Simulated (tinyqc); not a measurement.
Pariser-Parr-Pople SCF with singles CI, for the molecule Nc1cccs1 (SMILES; centres numbered as the heavy atoms are written), step by step. One step of it, computed by the program tinyqc.

Question. PPP integrals. Ohno: gamma = 14.399645/sqrt(R^2 + a^2), a = 2 x 14.399645/(gamma_rr + gamma_ss); H_rr = -W_r - sum_(s != r) z_s gamma_rs; H_rs = beta for bonds.

Centres (angstrom, eV; a flat drawing with bonds scaled to 1.40 angstrom):
```
centre          x          y  core charge z          W   gamma_rr
1N       2.159000   0.000000              2  25.600000  16.800000
2C       0.759000   0.000000              1  11.160000  11.130000
3C      -0.064000   1.133000              1  11.160000  11.130000
4C      -1.395000   0.700000              1  11.160000  11.130000
5C      -1.395000  -0.700000              1  11.160000  11.130000
6S      -0.064000  -1.133000              2  22.000000  13.000000
```

Resonance integrals (eV):
```
i  j       beta
1  2  -2.140000
2  3  -2.280000
3  4  -2.280000
4  5  -2.280000
5  6  -1.930000
6  2  -1.930000
```

Give: repulsion gamma_rs; core matrix H.

Answer.

repulsion gamma_rs (eV):
```
         1N       2C       3C       4C       5C       6S
1N  16.8000   8.2817   5.3337   3.8234   3.8234   5.3816
2C   8.2817  11.1300   7.5528   5.5206   5.5206   7.8260
3C   5.3337   7.5528  11.1300   7.5548   5.5199   5.6225
4C   3.8234   5.5206   7.5548  11.1300   7.5539   5.6239
5C   3.8234   5.5206   5.5199   7.5539  11.1300   7.8283
6S   5.3816   7.8260   5.6225   5.6239   7.8283  13.0000
```

core matrix H (eV):
```
          1N        2C        3C        4C        5C        6S
1N  -57.6254   -2.1400    0.0000    0.0000    0.0000    0.0000
2C   -2.1400  -61.9693   -2.2800    0.0000    0.0000   -1.9300
3C    0.0000   -2.2800  -53.6998   -2.2800    0.0000    0.0000
4C    0.0000    0.0000   -2.2800  -50.6838   -2.2800    0.0000
5C    0.0000    0.0000    0.0000   -2.2800  -53.0577   -1.9300
6S    0.0000   -1.9300    0.0000    0.0000   -1.9300  -59.6639
```
